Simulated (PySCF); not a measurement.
# NO2F (nitryl fluoride), run twice

Wanted: a single-point energy of NO2F (nitryl fluoride), UB1LYP-D4/6-311G(2df,2pd) (IEF-PCM water).

Program for the calculation: PySCF 2.14.0.

3 further runs of the same task are left out: 1 that didn't finish, 2 set aside as unsound or not needed.

**1. The system as given**

NO2F: 4 atoms, total charge 0, spin state singlet. As SMILES, `O=[N+]([O-])F`. Geometry: relaxed at GFN2-xTB.

Bond lengths: O1–N2 1.145 Å, N2–O3 1.145 Å. Angles: O1–N2–O3 140.2°. A long bond or contact: N2–F4 1.545 Å.

**2. Try one**

input.py reads:

```python
import pyscf.grad
from pyscf import gto, dft, solvent
from pyscf.pbc.tools.pyscf_ase import PySCF, ase_atoms_to_pyscf
from ase import Atoms

atoms = Atoms(['O', 'N', 'O', 'F'], positions=[
    [0.188740, 0.465950, 1.115660],
    [0.109710, -0.098240, 0.122020],
    [0.475520, -1.064170, -0.373030],
    [-0.773970, 0.696460, -0.864650],
])

mol = gto.M(
    atom=ase_atoms_to_pyscf(atoms),
    verbose=4,
    spin=6,
    basis='6-311g(2df,2pd)',
    max_memory=1860,
)

mf = dft.UKS(mol)
mf.xc = 'b1lyp'
mf = mf.PCM()
mf.with_solvent.method = 'IEF-PCM'
mf.with_solvent.eps = 78.3553  # water
mf.disp = 'd4'
mf.max_cycle = 86
atoms.calc = PySCF(method=mf)

e_ev = atoms.get_potential_energy()
print('energy %.6f eV' % e_ev)
```

On the command line:

```
OMP_NUM_THREADS=1 python input.py
```

Log:

```text
PySCF version 2.14.0

[INPUT] num. atoms = 4
[INPUT] num. electrons = 32
[INPUT] charge = 0
[INPUT] spin (= nelec alpha-beta = 2S) = 6
[INPUT] symmetry False subgroup None
[INPUT] Mole.unit = angstrom
[INPUT] Symbol           X                Y                Z      unit          X                Y                Z       unit  Magmom
[INPUT]  1 O      0.188740000000   0.465950000000   1.115660000000 AA    0.356666908750   0.880517887741   2.108291848132 Bohr   0.0
[INPUT]  2 N      0.109710000000  -0.098240000000   0.122020000000 AA    0.207321853126  -0.185646694477   0.230584381719 Bohr   0.0
[INPUT]  3 O      0.475520000000  -1.064170000000  -0.373030000000 AA    0.898602566753  -2.010989849978  -0.704924536247 Bohr   0.0
[INPUT]  4 F     -0.773970000000   0.696460000000  -0.864650000000 AA   -1.462591328630   1.316118656715  -1.633951693605 Bohr   0.0

[... 59 lines left out ...]
[... the frontier-level lines of each cycle are left out ...]
[... 10 lines left out ...]
Solvent Energy = -0.00294223126339734
[... 12 lines left out ...]
[... 10 lines left out ...]
Solvent Energy = -0.0020635626670691
[... 12 lines left out ...]
[... 10 lines left out ...]
Solvent Energy = -0.00202006540759499
[... 12 lines left out ...]
[... 10 lines left out ...]
Solvent Energy = -0.00201969250979069
[... 4 lines left out ...]

PCM E_diel = -0.0020197311385299
Solvent Energy = -0.0020197311385299
cycle= 12 E= -304.02195732944  delta_E= -1.17e-09  |g|= 6.22e-06  |ddm|= 0.000363


PCM E_diel = -0.00201969051923981
Solvent Energy = -0.00201969051923981
cycle= 13 E= -304.021957329486  delta_E= -4.64e-11  |g|= 2.58e-06  |ddm|= 8.03e-05


PCM E_diel = -0.00201971647908422
Solvent Energy = -0.00201971647908422
Extra cycle  E= -304.021957329487  delta_E= -6.82e-13  |g|= 3e-06  |ddm|= 2.91e-05
converged SCF energy = -304.021957329487  <S^2> = 12.014657  2S+1 = 7.0041866
energy -8272.858839 eV
```

Wall time 38 s (1 thread of Arm Neoverse N1, shared host); peak memory 0.61 GiB.

**3. What went wrong**

The run finished; that doesn't make the result usable.

Cause: the spin state typed doesn't suit the molecule. To mend it: multiplicity 1 in place of 7.

**4. The mended input**

Changes to input.py since step 2:

```diff
@@ -12,11 +12,12 @@
 
-mol = gto.M(
+system = gto.M(
     atom=ase_atoms_to_pyscf(atoms),
-    verbose=4,
-    spin=6,
+    charge=0,
     basis='6-311g(2df,2pd)',
     max_memory=1860,
+    verbose=4,
+    spin=0,
 )
 
-mf = dft.UKS(mol)
+mf = dft.UKS(system)
 mf.xc = 'b1lyp'
@@ -26,3 +27,2 @@
 mf.disp = 'd4'
-mf.max_cycle = 86
 atoms.calc = PySCF(method=mf)
```

On the command line:

```
OMP_NUM_THREADS=1 python input.py
```

Log:

```text
PySCF version 2.14.0

[INPUT] num. atoms = 4
[INPUT] num. electrons = 32
[INPUT] charge = 0
[INPUT] spin (= nelec alpha-beta = 2S) = 0
[INPUT] symmetry False subgroup None
[INPUT] Mole.unit = angstrom
[INPUT] Symbol           X                Y                Z      unit          X                Y                Z       unit  Magmom
[INPUT]  1 O      0.188740000000   0.465950000000   1.115660000000 AA    0.356666908750   0.880517887741   2.108291848132 Bohr   0.0
[INPUT]  2 N      0.109710000000  -0.098240000000   0.122020000000 AA    0.207321853126  -0.185646694477   0.230584381719 Bohr   0.0
[INPUT]  3 O      0.475520000000  -1.064170000000  -0.373030000000 AA    0.898602566753  -2.010989849978  -0.704924536247 Bohr   0.0
[INPUT]  4 F     -0.773970000000   0.696460000000  -0.864650000000 AA   -1.462591328630   1.316118656715  -1.633951693605 Bohr   0.0

[... 52 lines left out ...]
Solvent Energy = -0.0207069721213309
[... 13 lines left out ...]
Solvent Energy = -0.0155846315958328
[... 11 lines left out ...]
Solvent Energy = -0.00295576770368667
[... 11 lines left out ...]
Solvent Energy = -0.00422764013266942
[... 11 lines left out ...]
Solvent Energy = -0.00427146990192682
[... 11 lines left out ...]
Solvent Energy = -0.00427072444878416
[... 11 lines left out ...]
Solvent Energy = -0.00427087989594
[... 7 lines left out ...]
converged SCF energy = -304.905061115502  <S^2> = 4.101075e-11  2S+1 = 1
energy -8296.889317 eV
```

Wall time 38 s (1 thread of Arm Neoverse N1, shared host); peak memory 0.62 GiB.

**5. What came out**

Level: UB1LYP-D4/6-311G(2df,2pd) (IEF-PCM water).

```
                  quantity          value
              total energy  -304.90506 Eh
             dipole moment         1.38 D
               HOMO energy      -10.19 eV
               LUMO energy       -1.88 eV
             HOMO–LUMO gap        8.31 eV
         dispersion energy   -6.98 kJ/mol
solvent term in the energy   -11.2 kJ/mol
```

In words: Mulliken charges run from -0.32 on F4 to +0.77 on N2.
